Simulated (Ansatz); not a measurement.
Z-matrix (Å, degrees):
```
C
C 1 1.523
H 1 1.092 2 111.4
H 1 1.092 2 111.4 3 120.6
H 1 1.096 2 110.3 3 -119.7
C 2 1.527 1 110.0 3 -179.8
C 2 1.527 1 110.0 3 59.1
P 2 1.872 1 112.6 3 -60.3
H 6 1.093 2 111.5 1 59.0
H 6 1.093 2 111.6 1 179.9
H 6 1.095 2 110.0 1 -60.4
H 7 1.093 2 111.5 1 -59.1
H 7 1.093 2 111.6 1 -179.9
H 7 1.095 2 110.0 1 60.3
H 8 1.422 2 97.4 1 -47.2
H 8 1.422 2 97.4 1 47.0
```

The species carries charge 0 and has multiplicity 1.

(1) List the CAM-B3LYP/def2-TZVPP orbital energies in eV (Ansatz). (Best estimate.)

## Answers

(1) Ansatz gave: Occupied: -2098.42, -279.31, -278.59, -278.59, -278.53, -179.71, -129.69, -129.69, -129.57, -24.66, -21.04, -21.00, -19.48, -16.52, -14.30, -14.10, -13.97, -12.73, -12.57, -11.85, -11.53, -11.01, -10.90, -10.10, -8.35. Lowest empty: 1.36, 2.12, 2.30, 3.24, 3.32, 3.39, 3.53, 3.81.
